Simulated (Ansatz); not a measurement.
Ideal-gas functions of `F[B+]F` at 800 K and 1 bar, from an Ansatz frequency run at PBE0-D4/def2-TZVP.

Molar mass 48.81 g/mol, point group D∞h (symmetry number 2), electronic degeneracy 1, moments of inertia 57.152 u Å². Harmonic wavenumbers (cm⁻¹, unscaled): 459, 459, 1038, 2100.

Use S(trans) = R[1.5 ln M + 2.5 ln T − 1.1517]; rotational temperatures θ = 24.2544 K / I; S(rot) = R[ln(T/σθ) + 1]; for each mode x = 1.438777 ν̃/T, S = R[x/(eˣ − 1) − ln(1 − e⁻ˣ)] and H = RT x/(eˣ − 1); 1 cm⁻¹ = 0.0119627 kJ/mol; R = 8.31446 J/(mol·K).

Q: By hand: the entropy, in J/(mol·K).

A: Translation 177.9. Rotation: θ = 0.4244 K, giving 65.3. Vibration, mode by mode: 10.14, 10.14, 4.24, 0.93, in all 25.4. Electronic 0.0. Sum 268.6 J/(mol·K).

Q: By hand: H − E and G − E in kJ/mol, counted from the electronic energy.

A: Zero-point energy ½ × 4056 × 0.0119627 = 24.3; thermal vibration 11.4; translation, rotation and pV give 3.5 RT = 23.3. H − E = 59.0 kJ/mol, and G − E = 59.0 − 800 × 268.6/1000 = -155.9 kJ/mol.

Vibration gives 9 % of the entropy.
